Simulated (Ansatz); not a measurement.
Molecule: C2H3, net charge 1, singlet state. 
Structure (B3LYP-D3(BJ)/def2-TZVP (Ansatz, an electronic-structure program) minimum search):
```xyz
5

C      0.6664    -0.0823     0.0295
C     -0.5746     0.0710    -0.0254
H      1.7385    -0.2147     0.0769
H     -1.0222     1.0180    -0.3653
H     -1.2665    -0.7354     0.2640
```
Charge +1, spin multiplicity 1.

Basis-set convergence of Hartree-Fock and MP2 correlation energies (hartree) with Ansatz. Cores are frozen in the correlated levels unless marked. No spin-orbit coupling. Non-relativistic.

The T1 diagnostic of CCSD in the largest basis is 0.026, which is high, so the coupled-cluster rows are less sure than usual.

```
basis    functions      E(HF)  E(corr, MP2)
-------  ---------  ---------  ------------
cc-pVDZ         43  -77.09309      -0.22802
cc-pVTZ        102  -77.11550      -0.27911
cc-pVQZ        200  -77.12032      -0.29717
```

Extrapolating the two largest sets (X = 3 and 4) as X^-3: E(corr) = (64·(-0.29717) - 27·(-0.27911))/37 = -0.3103 Eh, an estimate of the basis-set limit. The largest set recovers 95.8 % of it, the smallest 73.5 %.
